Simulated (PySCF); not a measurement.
**Li₂⁺: energy against distance**

Set-up: PySCF, no relativity, basis sets Li STO-3G. Energies in eV from Li⁺ + Li in their ground configurations at the same level. State: ²Σg⁺ (doublet), unpaired electrons σ ↑.

All columns are LC-ωPBE.

| R (Å) | E (eV) | HOMO (eV) | LUMO (eV) | Mayer bond order | ⟨S²⟩ |
| --- | --- | --- | --- | --- | --- |
| 2.616 | -1.440 | -11.91 | -4.65 | 0.49 | 0.75 |
| 2.738 | -1.508 | -11.75 | -4.58 | 0.49 | 0.75 |
| 2.860 | -1.547 | -11.58 | -4.50 | 0.49 | 0.75 |
| 2.951 | -1.559 | -11.45 | -4.44 | 0.49 | 0.75 |
| 3.042 | -1.561 | -11.32 | -4.39 | 0.49 | 0.75 |
| 3.133 | -1.552 | -11.19 | -4.33 | 0.50 | 0.75 |
| 3.255 | -1.528 | -11.01 | -4.25 | 0.50 | 0.75 |
| 3.407 | -1.480 | -10.78 | -4.16 | 0.50 | 0.75 |
| 3.590 | -1.403 | -10.51 | -4.04 | 0.50 | 0.75 |
| 3.833 | -1.279 | -10.16 | -3.90 | 0.50 | 0.75 |

STO-3G is very small, so such numbers show the basis as much as the molecule. The state was picked by a PBE0 search and need not be the measured ground state.
